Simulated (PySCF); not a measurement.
Compound: H₄OSi.
Numbering: `[OH:1][SiH3:2]` (hydrogens: H3 on O1; H4, H5, H6 on Si2)

Computed, not measured: TDDFT CAM-B3LYP/def2-SVPD, vertical, gas phase, core orbitals frozen in the response in PySCF 2.14.0, density-fitted response routines. Geometry: PBE0-D3(BJ)/def2-SVP; no solvent, vibrations or thermal averaging.

Q: List the vertical singlet excitations with oscillator strengths and describe the spectrum.

A: 

| state | λ (nm) | E (eV) | f | \|μ\| (D) | main configurations (H = HOMO, L = LUMO) |
| --- | --- | --- | --- | --- | --- |
| S1 | 173.9 | 7.13 | 0.0026 | 0.31 | H→L (94%) |
| S2 | 156.9 | 7.90 | 0.012 | 0.63 | H-1→L (91%) |
| S3 | 145.4 | 8.53 | 0.034 | 1.02 | H→L+1 (85%) |
| S4 | 139.8 | 8.87 | 0.020 | 0.77 | H→L+2 (69%), H→L+3 (17%), H-1→L+4 (10%) |
| S5 | 138.1 | 8.98 | 0.096 | 1.68 | H-2→L (43%), H→L+3 (35%), H→L+2 (9%) |
| S6 | 136.4 | 9.09 | 0.056 | 1.27 | H-1→L+1 (81%), H-3→L (11%) |

The lowest singlet comes at 174 nm (688 kJ/mol) in the vacuum ultraviolet; it is very weak; its leading configuration is HOMO→LUMO (94%). The most intense listed level is S5 at 8.98 eV (138 nm, f = 0.096), 1.85 eV above S1. Löwdin shares by element: HOMO oxygen 40%, hydrogen 32% or more, silicon 25%; LUMO silicon 33%, oxygen 31%, hydrogen 23% or more. The oscillator strengths of these states sum to 0.220; summed over the whole spectrum of an exact calculation they would give the number of electrons, 26 (Thomas–Reiche–Kuhn). Weighted by f, the mean energy of these states is 8.85 eV. Of the 6 states listed, 5 reach f = 0.01 and none stays under 0.0005. Singlets were solved by full linear response.
